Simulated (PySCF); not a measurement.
**Vertical excitation energies**

Epifluorohydrin, C₃H₅FO.
Z-matrix (Å and degrees, PBE0-D3(BJ)/def2-SVP geometry), rows numbered from 1:
```
F 
C   1  1.3699
C   2  1.5012  1  109.92
C   3  1.4618  2  121.10  1   -91.58
O   3  1.4083  2  115.38  1  -159.14
H   2  1.1028  1  109.77  3  -120.45
H   2  1.1034  1  108.77  3   121.11
H   3  1.0991  2  115.19  1    62.34
H   4  1.0977  3  119.35  5   104.07
H   4  1.0968  3  119.44  5  -104.04
```

Method: PySCF 2.14.0, density-fitted response routines, TDDFT wB97X-D/def2-SVPD, vertical, gas phase, core orbitals frozen in the response.

Question: What does the calculation give for the low-lying excited states?

Answer: 

```
state  E (eV)  λ (nm)       f   main configurations (H = HOMO, L = LUMO)
   S1    8.24   150.4  0.0037                   H→L+1 (67%), H→L+3 (18%)
   S2    8.44   147.0  0.0075                     H→L (70%), H→L+4 (13%)
   S3    8.67   143.0   0.031        H→L+4 (46%), H→L+3 (19%), H→L (16%)
   S4    8.95   138.5   0.025      H→L+3 (48%), H→L+1 (18%), H→L+2 (15%)
   S5    9.07   136.8   0.063  H-1→L+1 (38%), H-1→L (34%), H-1→L+3 (14%)
   S6    9.22   134.4   0.043                   H→L+2 (61%), H→L+4 (11%)
   S7    9.23   134.3  0.0058                 H-1→L (46%), H-1→L+1 (33%)
   S8    9.66   128.4   0.053               H-1→L+3 (65%), H-1→L+1 (11%)
   S9    9.72   127.6   0.013   H-1→L+2 (52%), H-3→L (11%), H-1→L+3 (9%)
  S10    9.94   124.7   0.015  H-2→L (29%), H-2→L+1 (24%), H-1→L+2 (11%)
```

Triplets (Tamm–Dancoff): T1 7.83 eV, H→L+1 (53%), H→L+3 (21%), H→L (8%); T2 8.18 eV, H→L+4 (53%), H→L (10%), H→L+3 (9%); T3 8.42 eV, H→L (66%), H→L+1 (14%); T4 8.44 eV, H-1→L+4 (34%), H-1→L+1 (21%), H-1→L (16%).

The lowest singlet comes at 150 nm (795 kJ/mol) in the vacuum ultraviolet; it is very weak; its leading configuration is HOMO→LUMO+1 (67%). The strongest level in the table is S5 at 9.07 eV (137 nm, f = 0.063). Löwdin shares by element: HOMO oxygen 65%, carbon 21%; LUMO carbon 41% or more, hydrogen 22% or more (atoms not listed hold the other 38%). Of the 10 states listed, 7 reach f = 0.01 and none stays under 0.0005. The oscillator strengths of these states sum to 0.258; summed over the whole spectrum of an exact calculation they would give the number of electrons, 40 (Thomas–Reiche–Kuhn). Weighted by f, the mean energy of these states is 9.21 eV. All these states lie below the vertical ionisation energy of 10.84 eV (ΔSCF). Only the lowest 10 singlets were computed, as vertical energies without vibronic structure.

One conformer stands for the species.
